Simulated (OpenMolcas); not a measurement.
**One shape, several levels: doublet [BNH2]+**

Aim: a comparison of 6 runs (U-r2SCAN/STO-3G, UM06-2X/STO-3G, UPBE/STO-3G, UPBE0/STO-3G, ROMP2/STO-3G, ROCCSD(T)/STO-3G) of doublet [BNH2]+. 

The results are computed with OpenMolcas 26.06.

### Step 1. Starting point

The species is [BNH2]+ (4 atoms), meant as a doublet with charge +1. As SMILES of the parent species, `B[N]`. The coordinates come from a GFN2-xTB relaxation. That shape belongs to the parent species and isn't relaxed for this state.

Bond lengths: B1–N2 1.312 Å, B1–H3 1.184 Å, B1–H4 1.184 Å. Angles: N2–B1–H3 118.7°, N2–B1–H4 118.7°, H3–B1–H4 122.6°.

### Step 2. The energy at U-r2SCAN/STO-3G (run 1)

The input, geom.xyz:

```xyz
4

B     -0.035750     0.006580    -0.023930
N      1.041780    -0.191660     0.697680
H     -1.056920    -0.473990     0.334600
H      0.050890     0.659060    -1.008340
```

The input, calc.inp:

```
>>> EXPORT MOLCAS_PRINT=2

&gateway
  baslib=$CurrDir
  coord=geom.xyz
  basis=STO-3G
  group=NoSym

&seward
  gridinput
  Grid=UltraFine
  End of Grid

&scf
  uhf
  charge=1
  spin=2
  ksdft=2
  1.0 MGGA_X_R2SCAN
  1.0 MGGA_C_R2SCAN
  thresholds=1e-10 1e-07 1e-07 1e-05
  prorbitals=1 1
```

The basis set STO-3G is read from a file made from the Basis Set Exchange's data (not shown).

On the command line:

```console
$ export MOLCAS_MEM=1860
$ pymolcas calc.inp > calc.log
```

What it wrote:

```text
--- Start Module: gateway ---
[...]
--- Stop Module: gateway /rc=_RC_ALL_IS_WELL_ ---
--- Start Module: seward ---
[...]
      Basis functions           12
--- Stop Module: seward /rc=_RC_ALL_IS_WELL_ ---
--- Start Module: scf ---
[...]
       Convergence after  18 Iterations
[...]
::    Total KS-DFT energy                             -79.2142563868
[...]
      Total spin, S                                     0.5071122328
[...]
      Total electronic charge=   13.000000
      Total            charge=    1.000000
[...]
      Dipole Moment (debye):
      Origin of the operator (angstrom)=    0.4877   -0.0897    0.3266
                   X= -2.0045E+00               Y=  3.6883E-01               Z= -1.3424E+00           Total=  2.4406E+00
      Center of Charge (angstrom)
[...]
--- Stop Module: scf /rc=_RC_ALL_IS_WELL_ ---
[...]
```

Wall time 8.1 s (1 thread of Arm Neoverse V1, shared host); peak memory 0.37 GiB.

### Step 3. The energy at UM06-2X/STO-3G (run 2)

geom.xyz is that of step 2.

The input, calc.input:

```
&GATEWAY
  BasLib
  $CurrDir
  Coord
  geom.xyz
  Basis
  STO-3G
  Group
  NoSym

&SEWARD
  GridInput
  Grid=UltraFine
  End of Grid

&SCF
  UHF
  Charge
  1
  Spin
  2
  KSDFT
  M062X
  Thresholds
  1e-10 1e-07 1e-07 1e-05
  PrOrbitals
  1 1
```

The basis set STO-3G is read from a file made from the Basis Set Exchange's data (not shown).

On the command line:

```console
$ export MOLCAS_MEM=1860
$ pymolcas calc.input > calc.log
```

What it wrote:

```text
--- Start Module: gateway ---
[...]
--- Stop Module: gateway /rc=_RC_ALL_IS_WELL_ ---
--- Start Module: seward ---
[...]
      Basis functions           12
--- Stop Module: seward /rc=_RC_ALL_IS_WELL_ ---
--- Start Module: scf ---
[...]
       Convergence after  18 Iterations
[...]
::    Total KS-DFT energy                             -79.2475210892
[...]
      Total spin, S                                     0.5203467596
[...]
      Total electronic charge=   13.000000
      Total            charge=    1.000000
[...]
      Dipole Moment (debye):
      Origin of the operator (angstrom)=    0.4877   -0.0897    0.3266
                   X= -1.8176E+00               Y=  3.3444E-01               Z= -1.2173E+00           Total=  2.2130E+00
      Center of Charge (angstrom)
[...]
--- Stop Module: scf /rc=_RC_ALL_IS_WELL_ ---
[...]
```

Wall time 8.1 s (1 thread of Arm Neoverse V1, shared host); peak memory 0.37 GiB.

Run 3 isn't shown in full; the table further down has it.

### Step 4. A single-point energy at UPBE0/STO-3G (run 4)

geom.xyz is that of step 3.

The input, calc.input:

```
&gateway
 baslib = $CurrDir
 coord = geom.xyz
 basis = STO-3G
 group = NoSym

&seward
 gridinput
 Grid=UltraFine
 End of Grid

&scf
 uhf
 charge = 1
 spin = 2
 ksdft = PBE0
 thresholds = 1e-10 1e-07 1e-07 1e-05
 prorbitals = 1 1
```

The basis set STO-3G is read from a file made from the Basis Set Exchange's data (not shown).

On the command line:

```console
$ export MOLCAS_MEM=1860
$ pymolcas calc.input > calc.log
```

What it wrote:

```text
--- Start Module: gateway ---
[...]
--- Stop Module: gateway /rc=_RC_ALL_IS_WELL_ ---
--- Start Module: seward ---
[...]
      Basis functions           12
--- Stop Module: seward /rc=_RC_ALL_IS_WELL_ ---
--- Start Module: scf ---
[...]
       Convergence after  17 Iterations
[...]
::    Total KS-DFT energy                             -79.1600389984
[...]
      Total spin, S                                     0.5093267910
[...]
      Total electronic charge=   13.000000
      Total            charge=    1.000000
[...]
      Dipole Moment (debye):
      Origin of the operator (angstrom)=    0.4877   -0.0897    0.3266
                   X= -1.9162E+00               Y=  3.5256E-01               Z= -1.2833E+00           Total=  2.3330E+00
      Center of Charge (angstrom)
[...]
--- Stop Module: scf /rc=_RC_ALL_IS_WELL_ ---
[...]
```

Wall time 6 s (1 thread of Arm Neoverse V1, shared host); peak memory 0.37 GiB.

Run 5 isn't shown in full; the table further down has it.

### Step 5. A single-point energy at ROCCSD(T)/STO-3G (run 6)

geom.xyz is that of step 4.

The input, calc.inp:

```
&GATEWAY
  BasLib
  $CurrDir
  Coord
  geom.xyz
  Basis
  STO-3G
  Group
  NoSym

&SEWARD

&SCF
  UHF
  Charge
  1
  Spin
  2
  Thresholds
  1e-10 1e-07 1e-07 1e-05
  PrOrbitals
  1 1

&RASSCF
  FileOrb
  $Project.UnaOrb
  Spin
  2
  Nactel
  1 0 0
  Inactive
  6
  Ras2
  1
  OutOrbitals
  Canonical
  OrbListing
  Nothing

&MOTRA
  JobIph
  Frozen
  2

&CCSDT
  CCT
  Triples
  3
  Iterations
  80
  Accuracy
  1e-08
  Extrapolation
  5 4
```

The basis set STO-3G is read from a file made from the Basis Set Exchange's data (not shown).

On the command line:

```console
$ export MOLCAS_MEM=1860
$ pymolcas calc.inp > calc.log
```

What it wrote:

```text
--- Start Module: gateway ---
[...]
--- Stop Module: gateway /rc=_RC_ALL_IS_WELL_ ---
[...]
      Basis functions           12
[...]
       Convergence after  38 Iterations
[...]
::    Total SCF energy                                -78.8255822608
[...]
      Total spin, S                                     0.5164190844
[...]
      Number of active orbitals                  1
[...]
      Spin quantum number                      0.5
[...]
      Active orbitals                            1
[...]
      Number of CSFs                             1
[...]
      Number of root(s) required                 1
[...]
      Convergence after  8 iterations
[...]
      printout of CI-coefficients larger than  0.05 for root  1
      energy=     -78.823825
      conf/sym  1     Coeff  Weight
             1  u   1.00000 1.00000
      Natural orbitals and occupation numbers for root  1
      sym 1:   1.000000
      ************************************************************************************************************************
      *                                                    Final results                                                     *
[...]
::    RASSCF root number  1 Total energy:    -78.82382506
[...]
      Total electronic charge=   13.000000
      Total            charge=    1.000000
[...]
      Dipole Moment (debye):
      Origin of the operator (angstrom)=    0.4877   -0.0897    0.3266
                   X= -1.2768E+00               Y=  2.3493E-01               Z= -8.5506E-01           Total=  1.5545E+00
      Center of Charge (angstrom)
[...]
--- Start Module: motra ---
[...]
--- Start Module: ccsdt ---
[...]
      Convergence after                    21  Iterations
      Total energy (diff) :     -78.92140128      -0.00000001
[...]
 METHOD                       : CCSD+T(CCSD)+<T3(1)WT1>+<T3(1)UT2> = CCSD(T)
[...]
       CCSD     =       -78.9214012774491
[...]
```

It took 3.3 s on 1 thread of Arm Neoverse V1, shared host; peak memory 0.37 GiB.

### Step 6. The series

```
run             level  integration grid  frozen core orbitals  energy (Eh)  HOMO energy (eV)  LUMO energy (eV)   ⟨S²⟩  wall time
  1   U-r2SCAN/STO-3G         UltraFine                     –   -79.214256            -16.84            -15.08  0.764      8.1 s
  2    UM06-2X/STO-3G         UltraFine                     –   -79.247521            -20.00            -12.59  0.791      8.1 s
  3       UPBE/STO-3G         UltraFine                     –   -79.148214            -16.44            -15.72  0.760      6.3 s
  4      UPBE0/STO-3G         UltraFine                     –   -79.160039            -18.37            -14.08  0.769        6 s
  5      ROMP2/STO-3G                 –                     2   -78.892187                 –                 –      –        3 s
  6  ROCCSD(T)/STO-3G                 –                     2   -78.924570                 –                 –      –      3.3 s
```

### Step 7. What came out

| quantity | value |
| --- | --- |
| run 6: total energy | -78.92457 Eh |
| run 6: (T) correction | -3.17 mEh |

What this shows: Totals of different functionals can't be ranked against each other. In runs 1, 2, 3, 4, 5, 6 the basis is minimal, so the values are rough. All runs together took 35 s, the longest 8.1 s.
